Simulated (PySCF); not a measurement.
Telling isomers of C5H11Cl apart by NMR

- shielding tensors at PBE0/pcSseg-1 (GIAO)
- geometry: GFN2-xTB
- run in PySCF 2.14.0 with density-fitted response routines
- averaged over atoms made equivalent by symmetry, fast rotation or ring inversion, single conformer, non-relativistic, no solvent

Scale: TMS for 1H (σref 31.72) and 13C (σref 186.93) (reference shieldings calculated alike). Where no couplings were computed, multiplicities follow the n + 1 count of equivalent neighbours, and m marks all less simple cases (inequivalent or close neighbours, rings, F or P nearby). Shifts are as computed. Against solution values, carbons near 30 ppm lie about +3 ppm off and those near 130 ppm about +5 ppm; carbons on Cl a further +6 ppm. Of 1211 compounds with measured shifts, 218 miss one by over three times the rms of a fit or turn the order of signals round; such compounds aren't used in these exercises. Carbons bonded to Cl come out too deshielded.

(1) Tabulate the signals of `CCC(C)(C)Cl`, `CC(C)[C@H](C)Cl` and their relative energies.

(2) What is the quickest way to tell CCC(C)(C)Cl from CC(C)[C@H](C)Cl?

Results:

(1) 
```tsv
SMILES	carbon types	δC	δH	E rel. (kcal/mol)
CCC(C)(C)Cl	1×C 1×CH2 3×CH3	73.3, 42.1, 34.7, 11.4	1.64 (q, 2H), 1.54 (s, 6H), 1.25 (t, 3H)	0.0
CC(C)[C@H](C)Cl	2×CH 3×CH3	70.2, 41.9, 26.5, 24.6, 21.7	3.35 (m, 1H), 1.51 (d, 3H), 1.47 (m, 1H), 1.22 (d, 3H), 0.94 (d, 3H)	2.4
```

Energies are electronic energies at PBE0/pcSseg-1 on these geometries, without zero-point or thermal terms, each for the one conformer computed, which needn't be the lowest.

(2) Count the carbon signals: 4 against 5. The first has a fully substituted sp3 carbon bonded to Cl (C) at 73.3 ppm, the second an sp3 CH bonded to Cl at 70.2 ppm. In the proton spectra the most deshielded non-exchanging signals are 1.64 (q, 2H) and 3.35 (m, 1H).
